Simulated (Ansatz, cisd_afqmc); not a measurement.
System: H₂O, charge 0, triplet.
HTBH set geometry:
```
O
H 1 1.1893
H 2 0.9116 1 180.00
```
Charge 0, spin multiplicity 3.

Total energies in aug-cc-pVDZ, 8 correlated electrons, 1 frozen orbitals. Open shells are spin-unrestricted; no spin-orbit coupling. Correlated methods leave the cores frozen. No relativity. AFQMC/CISD: phaseless, guided by CISD from CCSD amplitudes; bars are statistical, one sigma. Outlying blocks are dropped, and bars are widened where a walk drifts. Over all cases where full CI ran beside it in this data, AFQMC minus full CI had a median of +0.1 mEh and passed +0.4 mEh in a tenth of the cases. The UHF reference of H2O (saddle point or complex, triplet) is spin-contaminated (<S^2> up to 0.06 over the pure value in the sets run).

```csv
method,program,energy (Eh),minus CCSDTQ (mEh)
HF,Ansatz,-75.87521,193.42
MP2,Ansatz,-76.03789,30.75
CCSD,Ansatz,-76.06370,4.94
CCSD(T),Ansatz,-76.06774,0.90
CCSDT(Q),Ansatz,-76.06864,0.00
CCSDTQ,Ansatz,-76.06864,0.00
AFQMC/CISD,cisd_afqmc,-76.0680 ± 0.0001,0.6 ± 0.1
```

Rough core times of Ansatz's runs on a shared machine: CCSD(T) under 20 s, CCSDT(Q) 40 s, CCSDTQ 20 min.

Ansatz is an electronic-structure program.
